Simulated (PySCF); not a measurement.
# P₂+: a composite coupled-cluster curve

One table from this session's results is given with a row withheld; the runs are named, their logs left out.

Program: PySCF 2.14.0. Level of theory: CCSD(T) on ROHF, no relativity in the base curves; scalar relativity is added as a correction. These are calculated values, not measurements.

Set-up of the first run:

| Item | Value |
| --- | --- |
| molecule | P₂+ |
| state | doublet, unpaired electrons π ↑ |
| smaller basis | P cc-pV(T+d)Z |
| larger basis | P cc-pV(Q+d)Z |
| frozen core orbitals | 10 |
| extrapolation | correlation as n⁻³ (n = 3, 4), Hartree–Fock as (n+1)·exp(−9√n) |
| corrections | core–valence correlation, scalar relativity |
| distances (Å) | 1.7384, 1.8174, 1.8964, 1.9754, 2.0545, 2.1532, 2.2520 |
| masses (u) | 30.9738, 30.9738 |
| dissociation limit | P+ + P |

The run is started by

```console
> OMP_NUM_THREADS=4 python comp.py task.json out
```

One of the session's tables, all rows but one given; the rest of the session is left out.

Parts of the energy along the bond, in eV from P+ + P:

| R (Å) | HF/CBS | CCSD corr. | (T) | core–valence | relativity |
| --- | --- | --- | --- | --- | --- |
| 1.7384 | -1.605 | -2.019 | -0.2169 | -0.0703 | 0.0004 |
| 1.8174 | ? | ? | ? | ? | ? |
| 1.8964 | -2.461 | -2.163 | -0.2766 | -0.0370 | 0.0064 |
| 1.9754 | -2.434 | -2.258 | -0.3128 | -0.0253 | 0.0074 |
| 2.0545 | -2.214 | -2.365 | -0.3530 | -0.0162 | 0.0075 |
| 2.1532 | -1.757 | -2.515 | -0.4082 | -0.0074 | 0.0070 |
| 2.2520 | -1.171 | -2.680 | -0.4685 | -0.0008 | 0.0060 |

Q: Estimate the row for R (Å) = 1.8174 from the others.

Worked estimate for «HF/CBS». A straight line through the neighbours (1.7384, -1.605) and (1.8964, -2.461) gives -1.605 + (-2.461 + 1.605) × (1.8174 − 1.7384) / (1.8964 − 1.7384) = -2.033; a parabola fitted to 3 rows on both sides gives -2.185.

**Answer.** HF/CBS: -2.220; CCSD corr.: -2.083; (T): -0.2446; core–valence: -0.0517; relativity: 0.0043. In «HF/CBS» the line misses by +0.187 and the parabola by +0.035.
